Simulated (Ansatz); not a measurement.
**C₂H₃NS: basis-set convergence**

One table from this session's results is given with a row withheld; the runs are named, their logs left out.

Method: one geometry, several basis sets; program: Ansatz 0.2.0, Gaussian basis.

Levels to be run: PBE0-D4/def2-SVP; ωB97M-V/def2-SVP; PBE0-D4/def2-QZVPP; ωB97M-V/def2-QZVPP; the functionals' def2-TZVPP values are taken from earlier runs.

## Structure used throughout

An earlier PBE0-D4 in a triple-zeta def2 set relaxation fixed the geometry.

SMILES `C1=NCS1`, 7 atoms, charge 0, spin multiplicity 1.

Atoms are counted from 1 here; the program's logs count them from 0.

Bond lengths: C1–N2 1.278 Å, C1–S4 1.750 Å, C1–H5 1.087 Å, N2–C3 1.452 Å, C3–S4 1.852 Å, C3–H6 1.090 Å, C3–H7 1.090 Å. Angles: N2–C1–S4 103.9°, N2–C1–H5 127.5°, S4–C1–H5 128.6°, C1–N2–C3 95.4°, N2–C3–S4 92.5°, N2–C3–H6 113.5°, N2–C3–H7 113.5°, S4–C3–H6 112.4°, S4–C3–H7 112.5°, H6–C3–H7 111.2°, C1–S4–C3 68.3°.

The first run:

File in.yaml:

```yaml
crystal:
  periodic: [false, false, false]
  atoms:
    - {symbol: C, position_ang: [-0.997297, 0.377698, -0.401056]}
    - {symbol: N, position_ang: [-0.005420, 0.969694, 0.146518]}
    - {symbol: C, position_ang: [0.794261, -0.230788, 0.314789]}
    - {symbol: S, position_ang: [-0.507368, -1.301882, -0.451689]}
    - {symbol: H, position_ang: [-1.924303, 0.824895, -0.749808]}
    - {symbol: H, position_ang: [0.982064, -0.485788, 1.358038]}
    - {symbol: H, position_ang: [1.719165, -0.221929, -0.262392]}
basis:
  gaussian: {orbitals: def2-SVP}
hamiltonian: {xc: pbe0, dispersion: d4}
output: {orbitals: {seedname: orbitals}}
```

Command:

```sh
> ansatz run in.yaml --threads 2 --pin off --events-out ev --progress --plain --max-ram 4352MiB
```

Steps of the session up to this table: PBE0-D4 in def2-SVP; ωB97M-V in def2-SVP; PBE0-D4 in def2-QZVPP; ωB97M-V in def2-QZVPP.

One table of the session follows, with a row left open; its other results are not shown here.

It belongs to the step «Functionals by basis». 

```
functional       basis  HOMO (eV)  LUMO (eV)
   PBE0-D4    def2-SVP      -7.12      -0.21
   PBE0-D4  def2-TZVPP      -7.20      -0.55
   PBE0-D4  def2-QZVPP          ?          ?
   ωB97M-V    def2-SVP      -9.25       2.11
   ωB97M-V  def2-TZVPP      -9.36       1.55
   ωB97M-V  def2-QZVPP      -9.40       1.17
```

Estimate the missing values for PBE0-D4, def2-QZVPP.

As computed: HOMO (eV): -7.24; LUMO (eV): -0.70. In the column «HOMO (eV)» it lies between ωB97M-V, def2-SVP (-9.25) and PBE0-D4, def2-TZVPP (-7.20).
